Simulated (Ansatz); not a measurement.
Energy needed to pull apart AlBSiH4, closed shell, into free ground-state atoms, from the structure below (displaced at random from a GFN2-xTB minimum); no zero-point or spin–orbit terms; open-shell atoms are treated unrestricted, in their ground-state multiplicity.

```
7
angstrom
B -0.8657 -0.1903 -0.4170
Al 0.7951 -0.7710 -1.2330
Si -0.2870 0.9130 0.8571
H -1.7689 -0.8442 -0.6371
H 2.2457 -1.6639 -1.9078
H 1.0909 1.4436 1.3182
H -0.9027 1.4430 2.1697
```

Computed with Ansatz 0.2.0 (basis: def2-TZVPP); correlated methods freeze the cores.

```
    method  atomization energy (kJ/mol)
    PBE-D4                         1829
 r2SCAN-D4                            ?
   PBE0-D4                         1802
r2SCANh-D4                         1819
  BHLYP-D4                         1759
   wB97M-V                            ?
        HF                         1283
       MP2                         1749
      CCSD                         1710
   CCSD(T)                         1746
```

Q: What does r2SCAN-D4 give? (Judge from chemistry; the value comes from the calculation.)

A: By the calculation: 1832 kJ/mol, which is about 86 kJ/mol more than CCSD(T)/def2-TZVPP.

Q: What does wB97M-V give? (To be estimated.)

A: Computed: 1802 kJ/mol, which is about 57 kJ/mol more than CCSD(T)/def2-TZVPP.

In triple zeta the MP2 and coupled-cluster atomization energies are still short of their basis limit by a few kcal/mol a bond, whereas those of the functionals are nearly converged, so these differences are not deviations from converged CCSD(T).

T1 diagnostic: at most 0.017.

For scale, one of the runs: CCSD(T)/def2-TZVPP forces, 171 basis functions (an equivalent command: `ansatz run in.yaml --threads 4`). The run took 41 s on 4 CPU threads (shared host), with 2.5 GiB of host memory at its peak.
